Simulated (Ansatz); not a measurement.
bcc Fe, treated with PBE-D3(BJ) in Ansatz (plane waves, PAW).

Settings: plane-wave cutoff 520 eV, 26×26×26 k mesh, Fermi–Dirac smearing 0.05 eV, spin-polarised with parallel moments, scalar-relativistic PAW data made under PBE.

Computed points:

```csv
V (Å³/atom),E − E_lowest (meV/atom),P (GPa)
10.376,30.75,15.24
10.597,13.56,9.80
10.817,3.50,4.86
11.038,0.00,0.29
11.259,2.48,-3.82
11.480,10.29,-7.44
11.700,22.76,-10.58
```

Q: Estimate the bulk modulus and its pressure derivative from these points.

A: V0 = 11.054 Å³/atom, B0 = 212 GPa, B′ = 4.2 (fit to the energies at full precision).

Measured, for comparison: bulk modulus 174 GPa (corrected for temperature and zero-point phonon effects, our sources range from 170 to 175; as tabulated in Levämäki et al. (2014), arXiv:1402.3671); equilibrium volume per atom 11.61 Å³/atom (static lattice: zero-point anharmonic expansion removed; as tabulated in Mejia-Rodriguez and Trickey (2018), arXiv:1807.09216). Computed (rounded) less measured: bulk modulus +22 % (+21 % to +25 % over the range), equilibrium volume per atom -4.8 %.

Ansatz is a program for electronic structure.
